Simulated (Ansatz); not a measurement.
Born–Oppenheimer molecular dynamics of CH$_{4}$FO (7 atoms, charge 0, multiplicity 2). It starts from a rough guess of a transition structure, not a stationary point.

All numbers below come from UKS BLYP/6-31G* in Ansatz.

```yaml
ensemble: NVE (velocity Verlet)
time_step: 0.5 fs
steps_asked: 150
starting_velocities_drawn_for: 1000 K
seed: 974122
```

Frames 1 fs apart, positions in Å, forces in eV/Å.

Velocities at 15.0 fs (Å/ps):

```
H -12.94 -74.72 -14.12
F 0.85 -2.60 -0.01
O 1.14 1.83 -0.43
C -0.93 4.40 2.33
H -16.71 64.73 18.31
H 19.85 8.87 9.10
H -13.20 -31.37 -34.04
```

```xyz
7
Properties=species:S:1:pos:R:3:forces:R:3 time_fs=15.0 energy_less_start_eV=-0.095 T=1144
H -0.252 -1.433 0.090 -0.29 -1.19 -0.40
F -0.167 -2.416 0.044 0.24 0.51 0.26
O -0.838 -0.061 -0.361 0.27 1.57 -0.17
C 0.186 0.832 0.004 0.41 -1.30 -0.87
H 0.226 0.664 1.049 0.36 -0.44 2.22
H 0.097 1.920 -0.037 -0.56 0.37 -1.03
H 1.181 0.425 -0.345 -0.42 0.47 -0.01
7
Properties=species:S:1:pos:R:3:forces:R:3 time_fs=16.0 energy_less_start_eV=-0.069 T=1101
H -0.266 -1.510 0.074 -0.52 2.14 -0.18
F -0.166 -2.419 0.044 0.55 -2.79 0.12
O -0.837 -0.059 -0.362 0.12 1.78 -0.06
C 0.185 0.836 0.006 0.61 -1.52 -0.55
H 0.211 0.727 1.077 0.39 -0.61 1.52
H 0.114 1.931 -0.033 -0.60 0.29 -1.21
H 1.166 0.396 -0.379 -0.55 0.72 0.37
7
Properties=species:S:1:pos:R:3:forces:R:3 time_fs=17.0 energy_less_start_eV=0.129 T=806
H -0.286 -1.566 0.056 -1.04 5.76 -0.12
F -0.165 -2.423 0.045 1.10 -6.34 0.09
O -0.836 -0.055 -0.362 0.02 1.87 0.08
C 0.185 0.838 0.007 0.59 -1.44 0.24
H 0.200 0.783 1.120 0.41 -0.73 0.34
H 0.125 1.944 -0.040 -0.60 0.02 -1.29
H 1.145 0.374 -0.409 -0.48 0.86 0.67
7
Properties=species:S:1:pos:R:3:forces:R:3 time_fs=18.0 energy_less_start_eV=0.115 T=824
H -0.315 -1.570 0.037 -1.11 5.09 -0.21
F -0.164 -2.430 0.045 1.18 -5.62 0.19
O -0.835 -0.051 -0.363 -0.08 1.87 0.19
C 0.185 0.840 0.009 0.39 -1.01 0.98
H 0.192 0.833 1.166 0.44 -0.84 -0.73
H 0.131 1.957 -0.060 -0.59 -0.35 -1.26
H 1.120 0.360 -0.432 -0.24 0.87 0.84
7
Properties=species:S:1:pos:R:3:forces:R:3 time_fs=19.0 energy_less_start_eV=-0.032 T=1043
H -0.355 -1.528 0.017 -0.46 1.20 -0.19
F -0.161 -2.440 0.045 0.53 -1.68 0.17
O -0.833 -0.045 -0.363 -0.18 1.76 0.26
C 0.186 0.841 0.011 0.05 -0.35 1.50
H 0.189 0.874 1.205 0.47 -0.94 -1.47
H 0.131 1.967 -0.092 -0.56 -0.72 -1.15
H 1.093 0.354 -0.448 0.15 0.73 0.88
7
Properties=species:S:1:pos:R:3:forces:R:3 time_fs=20.0 energy_less_start_eV=0.002 T=997
H -0.399 -1.472 -0.006 0.16 -1.49 -0.06
F -0.159 -2.451 0.045 -0.13 1.16 0.02
O -0.832 -0.038 -0.363 -0.30 1.45 0.27
C 0.186 0.841 0.015 -0.35 0.36 1.82
H 0.191 0.907 1.230 0.50 -0.99 -1.88
H 0.126 1.970 -0.135 -0.51 -0.99 -0.97
H 1.067 0.356 -0.456 0.63 0.49 0.79
7
Properties=species:S:1:pos:R:3:forces:R:3 time_fs=21.0 energy_less_start_eV=0.096 T=855
H -0.441 -1.430 -0.029 0.50 -2.44 0.09
F -0.156 -2.461 0.046 -0.52 2.37 -0.13
O -0.831 -0.031 -0.363 -0.42 0.98 0.24
C 0.187 0.842 0.020 -0.72 0.97 1.94
H 0.197 0.930 1.238 0.51 -0.98 -2.01
H 0.115 1.964 -0.187 -0.43 -1.10 -0.74
H 1.047 0.362 -0.456 1.08 0.22 0.62
7
Properties=species:S:1:pos:R:3:forces:R:3 time_fs=22.0 energy_less_start_eV=0.109 T=835
H -0.479 -1.411 -0.051 0.68 -2.62 0.24
F -0.154 -2.470 0.046 -0.73 2.78 -0.26
O -0.831 -0.023 -0.363 -0.51 0.48 0.15
C 0.186 0.843 0.027 -0.96 1.32 1.75
H 0.208 0.944 1.226 0.49 -0.91 -1.85
H 0.101 1.947 -0.246 -0.33 -1.04 -0.47
H 1.038 0.370 -0.450 1.36 0.00 0.45
7
Properties=species:S:1:pos:R:3:forces:R:3 time_fs=23.0 energy_less_start_eV=0.020 T=971
H -0.510 -1.417 -0.071 0.81 -2.64 0.41
F -0.152 -2.478 0.046 -0.87 2.91 -0.36
O -0.830 -0.014 -0.363 -0.52 0.06 0.04
C 0.185 0.846 0.035 -1.00 1.35 1.07
H 0.224 0.949 1.197 0.45 -0.76 -1.29
H 0.084 1.921 -0.310 -0.19 -0.82 -0.20
H 1.041 0.379 -0.439 1.32 -0.11 0.35
7
Properties=species:S:1:pos:R:3:forces:R:3 time_fs=24.0 energy_less_start_eV=-0.116 T=1180
H -0.534 -1.448 -0.087 0.90 -2.66 0.57
F -0.150 -2.484 0.046 -0.96 2.92 -0.45
O -0.830 -0.006 -0.363 -0.42 -0.23 -0.05
C 0.183 0.849 0.044 -0.87 1.05 -0.25
H 0.244 0.947 1.156 0.40 -0.50 -0.20
H 0.064 1.886 -0.376 0.00 -0.49 0.07
H 1.057 0.386 -0.426 0.96 -0.09 0.32
7
Properties=species:S:1:pos:R:3:forces:R:3 time_fs=25.0 energy_less_start_eV=-0.228 T=1352
H -0.549 -1.505 -0.098 0.86 -2.47 0.64
F -0.149 -2.489 0.046 -0.93 2.61 -0.47
O -0.830 0.003 -0.362 -0.24 -0.39 -0.04
C 0.181 0.854 0.053 -0.70 0.51 -2.14
H 0.268 0.940 1.113 0.38 -0.16 1.37
H 0.045 1.847 -0.441 0.22 -0.10 0.33
H 1.082 0.392 -0.409 0.42 0.00 0.31
7
Properties=species:S:1:pos:R:3:forces:R:3 time_fs=26.0 energy_less_start_eV=-0.272 T=1417
H -0.557 -1.584 -0.103 0.43 -1.36 0.47
F -0.149 -2.492 0.045 -0.50 1.39 -0.30
O -0.830 0.011 -0.362 -0.09 -0.53 0.09
C 0.178 0.859 0.060 -0.52 -0.10 -3.92
H 0.295 0.931 1.084 0.36 0.20 2.78
H 0.028 1.807 -0.502 0.42 0.28 0.60
H 1.111 0.399 -0.389 -0.11 0.12 0.28
```

Of the whole run (75 fs, mean temperature of the second half 893 K): The conserved energy stayed within 1.1 meV per atom of its start (net change 0.37 meV per atom), so the integration is sound. A run of 0.075 ps of so small a system gives no equilibrium averages.

Time of the run: 4.9 min on 1 CPU thread of a shared host.
